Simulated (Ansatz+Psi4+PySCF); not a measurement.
**doublet C2H: levels of theory in one basis**

```
atom    x (Å)    y (Å)    z (Å)
   C   0.4586   0.0218   0.0570
   C  -0.7109  -0.0338  -0.0883
   H   1.5139   0.0720   0.1881
```

Basis set: cc-pVTZ (spherical functions). Correlated methods keep 2 orbitals frozen. Correlation on ROHF uses semicanonical orbitals with singles. Charge 0, multiplicity 2.

Computed with Ansatz (development build ahead of 0.2.0) and Psi4 1.11; each method stands on the lowest determinant of its kind that the runs found.

```tsv
method	E − E(ROHF) (eV)	<S²> of the determinant
ROHF	0.00	0.75
UHF	-0.36	1.04
ROHF-MP2	-7.41	–
ROHF-CCSD	-7.83	–
UHF-CCSD	-7.84	1.04
ROHF-CCSD(T)	-8.24	–
UHF-CCSD(T)	-8.22	1.04
```

What does UHF-MP2 give on the same scale?

-7.03 eV.

Caution for UHF, UHF-MP2, UHF-CCSD, UHF-CCSD(T): the unrestricted determinant is spin contaminated. Caution for UHF-MP2, UHF-CCSD, UHF-CCSD(T): large amplitudes, a single reference is doubtful.
